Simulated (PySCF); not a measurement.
Gas-phase reaction: 2 HPO₃ + PH₂ ⇌ 3 PO₂ + 4 H

Method: PySCF energies plus ideal-gas RRHO corrections (1 bar). † marks an energy on the PBE0/def2-TZVP geometry and frequencies. MP2 freezes the core. Open shells (unrestricted): PH₂ (multiplicity 2), PO₂ (multiplicity 2), H (multiplicity 2); the rest are closed-shell singlets. HPO₃, PH₂: computed as isolated molecules; such fragments, hydroxides, amides, oligomers or adducts are transient or little studied in the gas. MP2 isn't extrapolated to the basis-set limit.

MP2/def2-TZVPP† gives ΔH°(298 K) = 1221 kJ.

Question: What do PBE0/def2-SVP†, ωB97X-V/def2-TZVP†, LDA/def2-TZVP† give?

Answer: PBE0/def2-SVP†: 1256 kJ; ωB97X-V/def2-TZVP†: 1275 kJ; LDA/def2-TZVP†: 1333 kJ. For scale, ΔH°(298 K) is 1221 kJ at this level, 1277 kJ at ωB97M-V/def2-TZVP†, and runs from 1108 to 1410 kJ over the 20 levels computed.
